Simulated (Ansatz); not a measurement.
`Cl[Si](Cl)(Cl)Cl` → Cl₂ + `Cl[Si]Cl` at 400 K and 1 bar (silylene loss).

Calculated with Ansatz (gas phase, PBE0-D4/def2-TZVP geometries, no zero-point term in ΔE). CCSD(T)/CBS is the MP2 limit (def2-TZVPP, def2-QZVPP) plus CCSD(T) − MP2 in def2-TZVPP, frozen cores. This one scheme is used for every species.

```tsv
species	CCSD(T)/CBS energy (Eh)	H − E (kJ/mol)	S (J/(mol·K))
`Cl[Si](Cl)(Cl)Cl`	-2128.39959	48.4	359.3
Cl₂	-919.51390	16.1	232.9
`Cl[Si]Cl`	-1208.69388	25.2	297.3
```

H − E and S are ideal-gas, rigid-rotor, harmonic terms from PBE0-D4/def2-TZVP. 1 Eh = 2625.50 kJ/mol, R = 8.31446 J/(mol·K).

Question: By hand: ΔE, ΔH, ΔS and ΔG.

Answer: ΔE = (-919.51390) + (-1208.69388) − (-2128.39959) = 0.19181 Eh = 503.6 kJ/mol. Δ(H − E) = 16.1 + 25.2 − 48.4 = -7.1, so ΔH = 496.5 kJ/mol. ΔS = 232.9 + 297.3 − 359.3 = 170.9 J/(mol·K). ΔG = 496.5 − 400 × (170.9)/1000 = 428.1 kJ/mol.

Question: By hand: the equilibrium constant, and the temperature at which ΔG would vanish if ΔH and ΔS stayed fixed.

Answer: log₁₀ K = −ΔG/(RT ln 10) = -55.9. ΔG = 0 at ΔH/ΔS = 2905 K, far beyond where these terms or the molecules hold.

The number of gas molecules changes by +1, which sets the sign of ΔS. A doubt of 5 kJ/mol in ΔE shifts log₁₀ K by 0.7 here. These are equilibria of isolated gas molecules and say nothing of rates. Largest T1 diagnostic: 0.013 (customary marks: 0.02 for closed shells, 0.045 for open ones).
